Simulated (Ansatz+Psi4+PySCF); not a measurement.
Values are calculated unless marked as measured or tabulated.
## Ansatz (development build ahead of 0.2.0) run

```yaml
crystal:
  periodic: [false, false, false]
  atoms:
    - { symbol: C, position_ang: [-0.37562, 0.25546, 0.47765] }
    - { symbol: C, position_ang: [0.97562, 0.34454, 0.12235] }
    - { symbol: H, position_ang: [-1.16185, 0.57418, -0.19873] }
    - { symbol: H, position_ang: [-0.68371, -0.13538, 1.44178] }
    - { symbol: H, position_ang: [1.56063, 1.23296, 0.33611] }
    - { symbol: H, position_ang: [1.48493, -0.47175, -0.37916] }
basis:
  gaussian: { orbitals: cc-pVTZ }
total_charge: 1
magnetization:
  spin_polarized: true
  initial_magnetization: 1
hamiltonian:
  xc: hf
correlation:
  method: ccsd_t
  frozen_orbitals: { C: 1, H: 0 }
```

The input is written out in the form of the current development build from the run's settings.

Results

* Converged: yes
* Reference energy: -77.69394 hartree
* CCSD correlation energy: -0.30226 hartree
* Triples correction: -0.00998 hartree
* Total energy: -78.00617 hartree
* Spin squared of the determinant: 0.762
* Stability test: minimum
* T1 diagnostic: 0.019
* Largest doubles amplitude: 0.04
* Occupied orbitals by symmetry in an Abelian subgroup (alpha; beta): 5 A1 2 B1 1 B2; 5 A1 1 B1 1 B2
